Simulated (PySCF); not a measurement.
C₄H₅Cl.
SMILES with atom numbers: `[CH2:1]=[C:2]=[CH:3][CH2:4][Cl:5]` (hydrogens: H6, H7 on C1; H8 on C3; H9, H10 on C4)

The same species was optimised twice, with GFN2-xTB and with PBE0-D3(BJ)/def2-SVP (PySCF), and the same property calculations (PySCF, gas phase) were run on both structures.

```
      coordinate  GFN2-xTB  PBE0-D3(BJ)/def2-SVP  change
       C1–H7 (Å)     1.078                 1.095  +0.017
       C1–H6 (Å)     1.078                 1.095  +0.017
       C3–H8 (Å)     1.082                 1.097  +0.015
       C1=C2 (Å)     1.292                 1.307  +0.015
       C2=C3 (Å)     1.300                 1.311  +0.011
       C4–H9 (Å)     1.090                 1.100  +0.010
      C4–H10 (Å)     1.089                 1.097  +0.008
      C4–Cl5 (Å)     1.804                 1.797  -0.007
       C3–C4 (Å)     1.490                 1.493  +0.003
   H9–C4–H10 (°)     110.7                 109.0    -1.7
   C3–C4–Cl5 (°)     110.0                 111.3    +1.3
    H6–C1–H7 (°)     116.6                 117.6    +1.0
  Cl5–C4–H10 (°)     106.6                 107.5    +0.9
    C4–C3–H8 (°)     116.2                 117.1    +0.9
    C2–C3–H8 (°)     120.3                 119.5    -0.8
    C1–C2–C3 (°)     178.9                 179.7    +0.8
    C2–C1–H6 (°)     121.9                 121.3    -0.6
C2–C3–C4–Cl5 (°)       109                   122     +13
```

Rotational constants: A = 13886, B = 1685, C = 1608 MHz (GFN2-xTB) against A = 16570, B = 1566, C = 1530 MHz (PBE0-D3(BJ)/def2-SVP). Point groups within 0.08 Å: C1 and C1. Atoms that the bonding makes alike are paired by their places after alignment.

On the GFN2-xTB structure: HOMO (eV) -7.76 [PBE0/pcSseg-1]; LUMO (eV) -0.35 [PBE0/pcSseg-1]; dipole (D) 2.21 [PBE0/pcSseg-1]; GIAO shielding of C1 (ppm) 106.5 [PBE0/pcSseg-1]; GIAO shielding of C2 (ppm) -36.2 [PBE0/pcSseg-1]; GIAO shielding of C3 (ppm) 91.8 [PBE0/pcSseg-1]; GIAO shielding of C4 (ppm) 135.6 [PBE0/pcSseg-1]; GIAO shielding of Cl5 (ppm) 808.6 [PBE0/pcSseg-1].

Q: What do these properties become on the PBE0-D3(BJ)/def2-SVP structure?

A: 
```tsv
property	level	on GFN2-xTB	on PBE0-D3(BJ)/def2-SVP	change
HOMO (eV)	PBE0/pcSseg-1	-7.76	-7.76	0.00
LUMO (eV)	PBE0/pcSseg-1	-0.35	-0.35	0.00
dipole (D)	PBE0/pcSseg-1	2.21	2.22	+0.01
energy, GFN2-xTB geometry as zero (kcal/mol)	PBE0/pcSseg-1	0.0	-0.2	-0.2
GIAO shielding of C1 (ppm)	PBE0/pcSseg-1	106.5	102.9	-3.6
GIAO shielding of C2 (ppm)	PBE0/pcSseg-1	-36.2	-39.0	-2.8
GIAO shielding of C3 (ppm)	PBE0/pcSseg-1	91.8	88.9	-2.9
GIAO shielding of C4 (ppm)	PBE0/pcSseg-1	135.6	135.3	-0.3
GIAO shielding of Cl5 (ppm)	PBE0/pcSseg-1	808.6	823.4	+14.8
```

The heavy atoms differ by 0.103 Å rms after alignment (one structure mirrored). Among all bonds C1–H6 and C1–H7 change most and about equally (+0.017 Å). Changes are differences of the printed values. Neither structure is proved a minimum here.

The values belong to the conformer `[CH2:1]=[C:2]=[CH:3][CH2:4][Cl:5]`: C2–C3–C4–Cl5 122°.
